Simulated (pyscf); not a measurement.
# Four-centre exchange: H₂N–Si(SiH₃)(SiH₃)–SiH₃ + ammonia (NH₃) -> H₂N–SiH₂–Si(NH₂)(SiH₃)–SiH₃ + hydrogen (H₂)

Gas phase, singlet surface, charge 0. Bonds broken: Si3–H8, N17–H18. Bonds formed: Si3–N17, H8–H18. PySCF, gas phase, ωB97X-D3(BJ)/def2-SVP geometries.

Transition state (Å):

```xyz
20

N     -0.0272    -2.6582    -0.4252
Si    -0.2711    -0.9424    -0.1097
Si    -0.4261    -0.2012     2.1491
Si    -2.1956    -0.3026    -1.2667
Si     1.4603     0.1998    -1.1818
H      0.8590    -3.0646    -0.1378
H     -0.7826    -3.2911    -0.1763
H     -0.6074     0.8407     3.7287
H      0.9044    -0.5806     2.7041
H     -1.6268    -0.9322     2.6454
H     -2.0842    -0.4656    -2.7470
H     -3.3949    -1.0671    -0.8009
H     -2.4694     1.1477    -0.9882
H      2.7991    -0.2257    -0.6658
H      1.4572     0.0320    -2.6657
H      1.3280     1.6672    -0.8902
N     -0.6687     1.6303     1.6743
H     -0.6965     1.6324     2.8772
H      0.1204     2.0889     1.2110
H     -1.5317     1.8605     1.1745
```

One imaginary mode, 1474i cm⁻¹; descent along it reached the two sides named, in the forms told below.

| bond | change | reactant side (Å) | saddle | product side |
|---|---|---|---|---|
| Si3–H8 | breaks | 1.497 | 1.901 | 4.1 |
| N17–H18 | breaks | 1.020 | 1.203 | 2.581 |
| Si3–N17 | forms | 3.6 | 1.908 | 1.748 |
| H8–H18 | forms | 2.270 | 1.166 | 0.763 |

Electronic energies relative to the separated reactants (kcal/mol):

```
level                   barrier  reaction energy  reverse barrier
----------------------  -------  ---------------  ---------------
ωB97X-D3(BJ)/def2-TZVP     43.6             -5.2             48.8
PBE/def2-TZVP              39.0             -2.1             41.0
r²SCAN/def2-TZVP           40.8             -4.2             45.0
B3LYP-D3(BJ)/def2-TZVP     43.1             -4.5             47.6
PBE0-D3(BJ)/def2-TZVP      39.8             -3.4             43.3
M06-2X/def2-TZVP           43.8             -6.9             50.7
ωB97M-D3(BJ)/def2-TZVP     43.2             -4.3             47.5
HF/def2-TZVP               65.0             -0.2             65.2
```

With ωB97M-D3(BJ)/def2-TZVP energies and thermal terms (ideal gas, 1 atm, RRHO with modes under 100 cm⁻¹ raised to 100, one conformer, R ln 2 for chiral ones without a mode under 150 cm⁻¹), in kcal/mol:

```
T (K)   ΔH‡   ΔG‡    ΔH    ΔG
-----  ----  ----  ----  ----
298    40.9  52.2  -7.2  -4.3
600    41.2  63.6  -5.9  -1.8
900    42.0  74.6  -4.9   0.0
1200   42.9  85.3  -4.1  +1.5
```

On the reactant side the descent ends in a complex (not fully relaxed), 7.1 kcal/mol under the separated species and 50.7 kcal/mol under the saddle at ωB97X-D3(BJ)/def2-TZVP. At the saddle there is also a short H–Si contact that neither side keeps. H₂N–Si(SiH₃)(SiH₃)–SiH₃ lies 12.7 kcal/mol over its isomer H₃Si–NH–SiH(SiH₃)–SiH₃ (electronic energy, ωB97M-D3(BJ)/def2-TZVP). This is the saddle that the search found; another between the same sides may lie lower.
